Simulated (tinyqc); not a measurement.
CCD on RHF in the sto-6g basis, for OH-, spin multiplicity 1, step by step. The basis has no diffuse functions, so it cannot describe the extra electron: this is an exercise in the method, not the real anion. One step of it, computed by the program tinyqc.

Question. Orthogonalisation. S = U s U^T; symmetric (Loewdin) form X = U s^(-1/2) U^T, so that X^T S X = 1.

overlap S, lower triangle:
```
,1O 1s,1O 2s,1O 2px,1O 2py,1O 2pz,2H 1s
1O 1s,1.000000
1O 2s,0.231145,1.000000
1O 2px,0.000000,0.000000,1.000000
1O 2py,0.000000,0.000000,0.000000,1.000000
1O 2pz,0.000000,0.000000,0.000000,0.000000,1.000000
2H 1s,0.022478,0.262016,0.000000,0.000000,0.247563,1.000000
```

Give: eigenvalues of S; X.

Answer.

eigenvalues of S: 0.605  0.849  1.000  1.000  1.132  1.414

X, lower triangle:
```
,1O 1s,1O 2s,1O 2px,1O 2py,1O 2pz,2H 1s
1O 1s,1.021
1O 2s,-0.123,1.051
1O 2px,0.000,0.000,1.000
1O 2py,0.000,0.000,0.000,1.000
1O 2pz,-0.003,0.028,0.000,0.000,1.025
2H 1s,0.013,-0.146,0.000,0.000,-0.135,1.054
```
